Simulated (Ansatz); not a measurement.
Reaction (atomization): `N#CCCC#N` → 4 C• + 4 H• + 2 N•

Program: Ansatz. Geometries: PBE0-D4/def2-TZVP. ΔE: electronic, gas phase. CBS: MP2 limit from def2 TZ/QZ plus the TZ coupled-cluster correction, frozen cores. This one scheme is used for every species, atoms too. Functionals use def2-TZVPP. B3LYP here is the variant with VWN-RPA as its local correlation; programs differ in this. HSE06 is defined as in plane-wave codes. No spin–orbit coupling; open shells (•) take unrestricted orbitals. Spin–orbit coupling would lower the free atoms: a little for C. One conformer a species, not always the lowest.

```csv
level,ΔE (kJ/mol),difference from CCSD(T)/CBS
LDA (SPW92),5356.4,755.4
PBE-D4,4814.2,213.2
revPBE-D4,4674.9,73.9
BLYP-D4,4679.3,78.3
r2SCAN-D4,4605.5,4.5
B97M-V,4612.1,11.1
PBE0-D4,4662.6,61.6
r2SCANh-D4,4560.1,-40.9
r2SCAN0-D4,4494.2,-106.8
HSE06-D4,4667.0,66.0
BHLYP-D4,4423.3,-177.7
CAM-B3LYP-D4,4638.8,37.8
ωB97X-V,4625.1,24.1
ωB97M-V,4637.3,36.3
B2PLYP,4600.6,-0.4
PBE-QIDH,4598.5,-2.5
PBE,4796.2,195.2
revPBE,4614.5,13.5
BLYP,4639.3,38.3
r2SCAN,4600.8,-0.2
PBE0,4647.5,46.5
B3LYP,4603.6,2.6
r2SCANh,4555.2,-45.8
r2SCAN0,4488.8,-112.2
HSE06,4653.0,52.0
BHLYP,4403.4,-197.6
CAM-B3LYP,4623.7,22.7
LC-ωPBE,4626.2,25.2
HF/def2-SVP,3235.6,-1365.4
MP2/def2-SVP,4519.2,-81.8
CCSD/def2-SVP,4323.1,-277.9
CCSD(T)/def2-SVP,4398.1,-202.9
HF/def2-TZVPP,3181.9,-1419.1
MP2/def2-TZVPP,4624.6,23.6
SCS-MP2/def2-TZVPP,4591.3,-9.7
CCSD/def2-TZVPP,4374.7,-226.3
MP2/def2-QZVPP,4698.6,97.6
SCS-MP2/def2-QZVPP,4677.6,76.6
HF/CBS(def2),3188.1,-1412.9
MP2/CBS(def2),4750.3,149.3
CCSD(T)/CBS,4601.0,0
```

Largest T1 diagnostic among the species: 0.013.

At CCSD(T), def2-SVP lies −202.9 kJ/mol from the extrapolated value and def2-TZVPP −125.7 kJ/mol: correlation converges slowly with the basis, and small sets miss more of it in the bonded molecule than in its fragments. In def2-TZVPP, CCSD(T) changes the Hartree–Fock value by +1293.5 kJ/mol (the triples alone add +100.6 kJ/mol) and MP2 by +1442.8 kJ/mol; breaking electron pairs costs correlation energy, which Hartree–Fock lacks.

For atomizations the MP2-based limit and the directly extrapolated one differ by several kJ/mol either way, and by 10 to 25 for some Ge, Se and Sn compounds, so smaller differences from it don't rank the levels.
